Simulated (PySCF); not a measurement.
Coordinates in bohr (charge 1 multiplicity 3):
```
Cl    0.0000    0.0000   -0.3274
F     2.9408    0.0000    0.3006
F    -2.9408    0.0000    0.3006
```

Level of theory: PySCF, UPBE0, basis Cl def2-TZVP, F def2-TZVP (no relativity, density fitting).

This geometry of ClF₂⁺ is a stationary point at this level.

Question: What is the point group?

Answer: C2v.

Question: Is it a minimum?

Answer: Yes: all harmonic wavenumbers are real.

Question: Give the atomic charges and bond orders.

Answer: 
| atom | Mulliken | Löwdin | polar tensor | spin (Mulliken) | Mayer order to Cl1 |
| --- | --- | --- | --- | --- | --- |
| Cl1 | 0.91 | 0.99 | 1.37 | 1.17 | – |
| F2,3 | 0.04 | 0.01 | -0.19 | 0.42 | 1.21 |

Question: Give the ideal-gas entropy at 298.15 K and 1 bar by parts.

Answer: translation 162.4, rotation 83.4, vibration 8.0, spin 9.1; total 262.8 J/(mol K).

Other isomers or separated fragments may lie lower. At this level a singlet minimum of C2v symmetry lies 139 kJ/mol below this structure.
